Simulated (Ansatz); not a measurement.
Consider the isomerisation: `OC1=CCO1` → `O=CC1CO1`.

Computed with Ansatz on PBE0-D4/def2-TZVP structures; ΔE is electronic, products minus reactants. CCSD(T)/CBS adds triple-zeta CCSD(T) − MP2 to the extrapolated MP2 energy (def2 sets, frozen cores). DFT in def2-TZVPP. Each species was taken in one conformer, which may not be the lowest.

Question: Is it downhill or uphill in electronic energy at CCSD(T)/CBS, and by how much? (An estimate is asked.)

Answer: The calculation gave: Downhill: ΔE = -0.14 eV.

Question: What do these levels give: PBE-D4, BLYP-D4, r2SCAN0-D4, CAM-B3LYP-D4, PBE-QIDH, revPBE, r2SCANh, CAM-B3LYP, MP2/def2-SVP, CCSD/def2-SVP, MP2/def2-QZVPP, CCSD/CBS(def2)? (Estimate.)

Answer: Ansatz gave: PBE-D4 -0.14, BLYP-D4 -0.26, r2SCAN0-D4 -0.11, CAM-B3LYP-D4 -0.15, PBE-QIDH -0.09, revPBE -0.24, r2SCANh -0.14, CAM-B3LYP -0.16, MP2/def2-SVP -0.25, CCSD/def2-SVP -0.29, MP2/def2-QZVPP -0.13, CCSD/CBS(def2) -0.15 eV.

Largest T1 diagnostic among the species: 0.014.

From PBE to PBE0 (25 % exact exchange), in def2-TZVPP and without D4, ΔE moves by +0.05 eV. At CCSD(T), def2-SVP lies −0.15 eV from the extrapolated value and def2-TZVPP −0.04 eV. In def2-TZVPP, CCSD(T) changes the Hartree–Fock value by +0.11 eV (the triples alone add +0.01 eV) and MP2 by +0.14 eV.
